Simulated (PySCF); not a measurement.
Oxalyl dichloride, C2Cl2O2.
Numbering: `[O:1]=[C:2]([Cl:3])[C:4](=[O:5])[Cl:6]`

Geometry (PBE0-D3(BJ)/def2-SVP, Å), atoms numbered from 1 in this order:
```xyz
6
C2Cl2O2 angstrom
O     -0.9919    1.4027   -0.2311
C     -0.7115    0.2770   -0.0139
Cl    -1.8750   -0.9773    0.3262
C      0.7359   -0.2756    0.0094
O      1.0204   -1.3923    0.2644
Cl     1.8956    0.9675   -0.3825
```

Method used: core-valence-separated Tamm–Dancoff BHandHLYP/aug-pcX-1 (def2-SVPD on Cl) in PySCF, non-relativistic, gas phase, PBE0-D3(BJ)/def2-SVP geometry. No empirical shift is added; at this level the pattern usually sits a few eV under experiment.

The lowest roots of each edge with f over 0.003 (five at most, numbered afresh; weaker and dark ones are left out), with transition dipoles (au) in the frame of the coordinates:

```json
{"root": "1", "edge": "C", "E (eV)": "284.30", "f": "0.1391", "μx": "-0.0097", "μy": "-0.0313", "μz": "-0.1375"}
{"root": "2", "edge": "C", "E (eV)": "288.29", "f": "0.1025", "μx": "0.0783", "μy": "0.0880", "μz": "-0.0254"}
{"root": "3", "edge": "C", "E (eV)": "289.66", "f": "0.0349", "μx": "-0.0048", "μy": "-0.0157", "μz": "-0.0682"}
{"root": "4", "edge": "C", "E (eV)": "290.98", "f": "0.0819", "μx": "-0.1062", "μy": "0.0138", "μz": "0.0042"}
{"root": "5", "edge": "C", "E (eV)": "291.60", "f": "0.0107", "μx": "-0.0341", "μy": "-0.0170", "μz": "0.0066"}
{"root": "6", "edge": "O", "E (eV)": "528.33", "f": "0.0287", "μx": "-0.0032", "μy": "-0.0091", "μz": "-0.0461"}
{"root": "7", "edge": "O", "E (eV)": "528.33", "f": "0.0714", "μx": "0.0051", "μy": "0.0173", "μz": "0.0721"}
{"root": "8", "edge": "O", "E (eV)": "534.60", "f": "0.0139", "μx": "0.0197", "μy": "0.0249", "μz": "-0.0072"}
{"root": "9", "edge": "O", "E (eV)": "535.11", "f": "0.0046", "μx": "0.0009", "μy": "0.0050", "μz": "0.0180"}
{"root": "10", "edge": "O", "E (eV)": "536.28", "f": "0.0031", "μx": "0.0123", "μy": "0.0089", "μz": "-0.0030"}
```

Task: What is the unit vector of the normal of the molecular plane, and which share of each root's |μ|² lies along it?

Result: (0.07, 0.22, 0.97), up to sign.

| root | core hole on | share along it | final orbital under reflection in the plane |
| --- | --- | --- | --- |
| 1 | C2/C4 | 1.00 | odd |
| 2 | C2/C4 | 0.00 | even |
| 3 | C2/C4 | 1.00 | odd |
| 4 | C2/C4 | 0.00 | even |
| 5 | C2/C4 | 0.00 | even |
| 6 | O1/O5 | 1.00 | odd |
| 7 | O1/O5 | 1.00 | odd |
| 8 | O1/O5 | 0.00 | even |
| 9 | O1/O5 | 1.00 | odd |
| 10 | O1/O5 | 0.00 | even |

The 1s orbitals of atoms in the plane are even under the reflection, so light polarised along the normal reaches odd orbitals alone (the out-of-plane π set) and light polarised in the plane even ones.

Task: For fixed molecules, how does the intensity of root 1 change when the electric field is turned 70° away from the normal of the molecular plane?

Result: Intensity goes as (E·μ)², and μ lies along that direction, so it falls to cos²70° = 0.12 of its maximum; it vanishes at 90°.

Task: Molecules are fixed in this frame and the field points along (1, 0, −1)/√2. What effective strengths 3 f cos²θ do the roots have (θ between field and μ)?

Result: root 1 (C2/C4): 0.171, root 2 (C2/C4): 0.114, root 3 (C2/C4): 0.043, root 4 (C2/C4): 0.130, root 5 (C2/C4): 0.018, root 6 (O1/O5): 0.036, root 7 (O1/O5): 0.087, root 8 (O1/O5): 0.014, root 9 (O1/O5): 0.006, root 10 (O1/O5): 0.005. Root 1 is the strongest. Averaged over all orientations cos²θ is 1/3, which gives f back. For degenerate partners only the sum has meaning, as the program may mix them freely.

Time: 8.5 s wall; peak memory 0.73 GiB. Hardware: Arm Neoverse V1, one thread, no GPU, shared host.

One conformer stands for the species.
